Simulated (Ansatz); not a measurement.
# Ligand exchange: BH2Cl + C4H10S → BH2(SH) + C4H9Cl

Species: BH2Cl `BCl`, singlet; C4H10S (isobutyl mercaptan) `CC(C)CS`, singlet; BH2(SH), singlet; C4H9Cl (1-chloro-2-methylpropane) `CC(C)CCl`, singlet. The partners trade Cl for SH: B–Cl and C–SH bonds give way to B–SH and C–Cl.

Shapes, held fixed at every level: PBE0-D4/def2-TZVP. Flexible molecules stand in one conformer, not always the lowest. Programs: Ansatz 0.2.0. Electronic energies: no zero-point or thermal term.

Problem. Estimate ΔE of this reaction.

Solution. The highest level, CCSD(T)/CBS estimate, gives ΔE = +0.6 kJ/mol; the levels span -2.2 to +3.1. That is about zero within the method's error. They disagree on the sign: 4 of 7 are positive. The column of differences is taken from that level and isn't an error. No measured value is set beside it here. The CBS estimate extrapolates MP2 from def2-TZVPP and def2-QZVPP and adds CCSD(T) − MP2 in the triple-zeta set, cores frozen.

```
               level                    kind  ΔE (kJ/mol)  less CCSD(T)/CBS estimate
 B3LYP-D4/def2-TZVPP           global hybrid         -2.2                       -2.8
  wB97M-V/def2-TZVPP  range-separated hybrid         -0.3                       -0.9
   B2PLYP/def2-TZVPP           double hybrid         -1.6                       -2.2
      MP2/def2-TZVPP     perturbation theory         +3.1                       +2.5
  CCSD(T)/def2-TZVPP   coupled cluster or CI         +0.4                       -0.2
     CCSD/def2-TZVPP   coupled cluster or CI         +1.6                       +1.0
CCSD(T)/CBS estimate   coupled cluster or CI         +0.6                        0.0
```
